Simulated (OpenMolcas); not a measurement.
# How basis sets differ on SiH4S (sulfanylsilane)

SiH4S has 6 atoms, charge 0, and is taken as a singlet. SMILES: `[SiH3]S`. The coordinates come from a PBE0-D4/def2-TZVP relaxation.

```xyz
6

Si   -0.1698   -0.2634   -0.4360
S     0.9073   -0.0126    1.3928
H    -1.6298   -0.0743   -0.2416
H     0.1086   -1.6583   -0.8525
H     0.2998    0.6812   -1.4811
H     0.5261    1.2633    1.5723
```

Each level gives the dipole moment (D). The values are calculated.

| level | kind | program | value (D) | CPU time |
| --- | --- | --- | --- | --- |
| HF/STO-3G | Hartree–Fock | OpenMolcas | 1.19 | 2.9 s |
| HF/3-21G | Hartree–Fock | OpenMolcas | 2.22 | 3.2 s |
| HF/def2-SVP | Hartree–Fock | OpenMolcas | 1.33 | 4.8 s |
| HF/6-31++G** (spherical functions) | Hartree–Fock | OpenMolcas | 1.56 | 8.3 s |
| HF/def2-SVPD | Hartree–Fock | OpenMolcas | 1.23 | 10 s |

The values span 1.19 to 2.22 D. Sets without polarisation functions give poor dipoles. Without the sets that lack polarisation functions the rows with a basis span only 1.23 to 1.56 D. Times are those of the runs behind each value, whatever else they computed, on shared processors of several kinds: orders of magnitude only.
